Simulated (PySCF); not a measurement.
acetic acid (C2H4O2), SMILES CC(=O)O. Atoms are numbered in the order given.

```xyz
8

C      0.1046    -1.3988     0.0000
C     -0.1244     0.0931     0.0000
O      1.0531     0.7756     0.0000
O     -1.2038     0.6515     0.0000
H     -0.8660    -1.9229     0.0000
H      0.6960    -1.6921     0.8901
H      0.6960    -1.6921    -0.8901
H      0.7986     1.7242     0.0000
```
Charge 0, spin multiplicity 1.

Coordinates come from a PBE-D3(BJ)/def2-SVP optimisation. Other conformers were not sampled.

Calculation: PBE-D3(BJ)/def2-SVP (PySCF).

Frequencies are harmonic and unscaled.

Give all harmonic wavenumbers and intensities. (Estimate from the structure and the level; the computed values follow.)


```tsv
mode	ν (cm⁻¹)	IR (km/mol)	moving atoms (share of kinetic energy)
1	66	1.1	H 92 %
2	412	4.0	O 44 %, H 31 %, C 25 %
3	529	17.0	H 57 %, C 38 %
4	574	39.8	O 56 %, C 24 %, H 19 %
5	676	90.0	H 72 %, O 16 %, C 12 %
6	856	4.1	C 39 %, O 37 %, H 24 %
7	951	42.2	H 60 %, C 25 %, O 15 %
8	1011	9.4	H 49 %, C 48 %
9	1171	197.3	H 50 %, O 33 %, C 17 %
10	1287	8.2	H 71 %, C 25 %
11	1360	97.7	C 56 %, H 37 %
12	1390	13.9	H 94 %
13	1397	10.8	H 96 %
14	1815	273.2	C 64 %, O 33 %
15	2994	0.8	H 97 %
16	3077	1.4	H 91 %, C 9 %
17	3130	1.5	H 90 %, C 10 %
18	3624	42.8	H 94 %
```
